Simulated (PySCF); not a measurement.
Gas-phase reaction: AlCH₃ + 2 C₃H₇ (i-propyl) → Al(CH₃)₃ + C₄H₈ (isobutene)

Method: PySCF energies plus ideal-gas RRHO corrections (1 bar). † marks an energy on the PBE0/def2-TZVP geometry and frequencies; other levels use their own. MP2 freezes the core. 6-31G* has spherical d functions here. Open shells (unrestricted): C₃H₇ (i-propyl) (multiplicity 2); the rest are closed-shell singlets. B3LYP is the form with VWN-RPA correlation. Methyl groups turn as free rotors in Al(CH₃)₃. AlCH₃: computed as isolated molecules; such fragments, hydroxides, amides, oligomers or adducts are transient or little studied in the gas. MP2 isn't extrapolated to the basis-set limit; its ΔH°(298 K) is -425.9 kJ in def2-SVP and -458.6 kJ in def2-TZVPP. The harmonic model lacks anharmonicity and excited electronic states, which grow with temperature; levels with a mode under 35 cm⁻¹ are left out. Internal rotation in C₃H₇ (i-propyl), C₄H₈ (isobutene) is treated as a harmonic vibration of one conformer, which makes the entropy rough.

ΔH° and ΔS° at 298 K: B3LYP/6-31G* -378 kJ, -188 J/K; HF/def2-TZVP† -298 kJ, -190 J/K; MP2/def2-TZVPP† -459 kJ, -190 J/K; PBE0/def2-QZVP† -399 kJ, -190 J/K.

Question: With the heat capacities included, give log10 K (1 bar) at 800, 1400, 1600, 2000, 2500 K from B3LYP/6-31G*, HF/def2-TZVP†, MP2/def2-TZVPP†, PBE0/def2-QZVP†.

Answer: 
```
T (K)  B3LYP/6-31G*  HF/def2-TZVP†  MP2/def2-TZVPP†  PBE0/def2-QZVP†
-----  ------------  -------------  ---------------  ---------------
800            14.9            9.5             20.0             16.2
1400            4.3            1.3              7.3              5.1
1600            2.6           -0.1              5.1              3.2
2000            0.2           -2.0              2.2              0.6
2500           -1.8           -3.5             -0.2             -1.4
```
